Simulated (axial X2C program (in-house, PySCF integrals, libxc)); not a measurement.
Worked dissociation energy of ClF⁺: CCSD, without spin–orbit coupling

All values were computed with an in-house relativistic program for diatomic molecules. Spin-free means the one-electron spin-free X2C Hamiltonian. Basis: Cl dyall-av3z [9s8p3d2f], F dyall-av3z [7s6p3d2f] (cores contracted in-house); Gaussian nuclei, density fitting, unrestricted open shells. Masses: Cl 34.969 u, F 18.998 u.

Molecular state: M_S = 1/2, Λ = 1 (beyond evenly filled blocks: π+α, π+β, π-α).

Correlated methods: 13 electrons correlated (number of frozen shells: Cl 2 s, 1 p; F 1 s), 195 virtual spin orbitals or spinors in MP2, 90 natural virtuals in coupled cluster.

```
E(Cl+) (2M_S = 2, M_L = 0) : -460.622672 hartree
E(F) (2M_S = 1, M_L = 0)   : -99.726270 hartree
E(ClF⁺) at Re              : -560.439251 hartree
ωe                         : 939.4 cm⁻¹
```

Work out De and D0.

De = -460.622672 + (-99.726270) − (-560.439251) = 0.09031 hartree = 2.457 eV. The zero-point energy is ωe/2 = 470 cm⁻¹ = 0.058 eV, so D0 = 2.399 eV.

Occupations by symmetry block were frozen at the best pattern of an incomplete PBE0 search. Dissociation energies refer to the lowest single-determinant-based atoms at the same level and basis. CCSD ran in a truncated set of natural virtual spinors with an MP2 remainder; without triples it tends to underbind.

Each atomic determinant is the lowest at this level and need not be a pure term. Totals compare only within one Hamiltonian and basis.
